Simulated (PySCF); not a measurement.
Species: C5H12P (charge +1).
Geometry (PBE0-D3(BJ)/def2-SVP, Å), atoms numbered from 1 in this order:
```xyz
18
C5H12P angstrom
C      3.568   -0.164   -0.455
C      2.149   -0.564   -0.331
C      1.253    0.022    0.484
P     -0.428   -0.519    0.567
C     -1.652    0.748    0.156
C     -3.090    0.261    0.286
H      3.821    0.704    0.168
H      3.805    0.061   -1.508
H      4.216   -1.011   -0.174
H      1.831   -1.407   -0.960
H      1.526    0.865    1.129
H     -0.744   -1.021    1.850
H     -0.583   -1.623   -0.297
H     -1.442    1.601    0.825
H     -1.410    1.080   -0.868
H     -3.332   -0.039    1.317
H     -3.773    1.077    0.012
H     -3.303   -0.585   -0.384
```

The closed-shell ground state was solved at several levels (PySCF, density fitting, gas phase, non-relativistic).

```
             level  basis functions  total energy (Eh)  HOMO (eV)  LUMO (eV)  gap (eV)
CAM-B3LYP/pcSseg-1              169          -538.6886     -13.82      -4.23      9.59
     PBE0/pcSseg-1              169          -538.4274     -12.53      -5.40      7.13
```

(1) Estimate the row for B3LYP/def2-SVPD, a basis of 220 functions; the other rows only guide the guess.

(2) Over all these levels, which gives the widest orbital gap and which the narrowest?

Answers

(1) Total energy -538.6342 Eh, HOMO -12.29 eV, LUMO -5.58 eV, gap 6.71 eV.

(2) CAM-B3LYP/pcSseg-1 (range-separated hybrid) has the widest, 9.59 eV, and B3LYP/def2-SVPD (global hybrid, 20 % exact exchange) the narrowest, 6.71 eV. Functional and basis both differ between the two, so the spread mixes both effects.

One conformer stands for the species.
